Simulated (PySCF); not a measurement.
A geometry optimisation on `N#N` (N2).

Computed with PBE0/6-31+G* geometry optimisation, gas phase (PySCF 2.14.0). Start geometry: GFN2-xTB. A driver script takes a list of jobs; this job's settings line and coordinates (Å) are shown.

Input:
```
{"job": {"xc": "PBE0", "basis": "6-31+G*", "grid": 1, "kind": "geom"}, "charge": 0, "multiplicity": 1}
N      0.550487    -0.002118    -0.003770
N     -0.547730     0.003387    -0.010379
```

Output:
```
step   0  E = -109.40295864  max force = 0.012382
step   1  E = -109.40300406  max force = 0.000768
step   2  E = -109.40300424  max force = 0.000050
optimisation converged
```

Energies in Eh; «max force» is the largest Cartesian gradient component in Eh/bohr.

Task: How much energy does the optimisation release, in eV?

Result: E(step 0) − E(last step) = 0.000046 Eh, which is 0.001 eV.

Task: Give the first gradient maximum in eV/Å.

Result: With 1 Eh/bohr = 51.422 eV/Å, 0.637 eV/Å.

Main results: final energy -109.40300 Eh after 2 steps; dipole 0.00 D.

Task: Where do the atoms end?

Result: 0.002 Å rms from the input after alignment:
```
atom  x, y, z in Å
N1     0.5529   -0.0026   -0.0034
N2    -0.5492    0.0035   -0.0107
```

Time: 0.63 s of wall time; peak memory 0.23 GiB. Hardware: an Arm Neoverse V2 with one thread, no GPU, shared host.
Labels such as C1 count atoms from 1, the log's own numbers from 0.
